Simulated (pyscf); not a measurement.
HN=B–NH₂ + H₂ → HB=NH + NH₃, a four-centre exchange (singlet surface; B–N, H–H broken, B–H, H–N formed). Single points on ωB97X-D3(BJ)/def2-SVP structures (PySCF, gas phase). Energies in eV from the separated reactants.

Small-basis levels: PySCF, no dispersion term, spherical d functions. 

In single points HF/6-31G* puts the saddle at 2.96 eV and the reaction energy at +0.24 eV. Should these be trusted to within a few kcal/mol? Compare with ωB97M-D3(BJ)/def2-TZVP.

ωB97M-D3(BJ)/def2-TZVP gives ΔE‡ = 2.08 eV and ΔE = +0.33 eV. HF/6-31G* lies 0.88 eV over it in the barrier and 0.09 eV under it in the reaction energy, so on this step it does not hold to within 0.13 eV. ωB97M-D3(BJ)/def2-TZVP has limits of its own. On the product side the descent ends in an adduct with a B–N contact, 0.43 eV under the separated species and 2.20 eV under the saddle at ωB97X-D3(BJ)/def2-TZVP. What is counted as broken (B–N) persists as a longer contact in the product adduct; parting that adduct is a step of its own. At the saddle there is also a short B–H contact that neither side keeps. This is the saddle that the search found; another between the same sides may lie lower.
